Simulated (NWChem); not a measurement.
System: carbon tetrachloride (CCl4); SMILES ClC(Cl)(Cl)Cl

Here is an NWChem input.

```
start job
memory heap 200 mb stack 900 mb global 1100 mb
geometry units angstroms noautoz
  Cl     1.375923    -1.140267    -0.069627
  C     -0.000033     0.000047     0.000003
  Cl     0.616392     1.678535     0.001892
  Cl    -1.051770    -0.247015    -1.425003
  Cl    -0.940542    -0.291385     1.492664
end
basis spherical
  Cl library 6-31g*
  C library 6-31g*
end
dft
  xc slater vwn_5
  iterations 150
  mulliken
end
task dft energy
```

The geometry was optimised at PBE-D3(BJ)/def2-SVP.

**Question.** Give the results of this calculation. (LDA (Slater exchange, VWN5)/6-31G* (spherical d).) Quantities: energy (Ha); highest occupied level (eV); orbital gap (eV).

**Answer.** The energy (Ha) is -1872.52 and the highest occupied level (eV) comes out as -7.76. The orbital gap (eV) is 4.75.
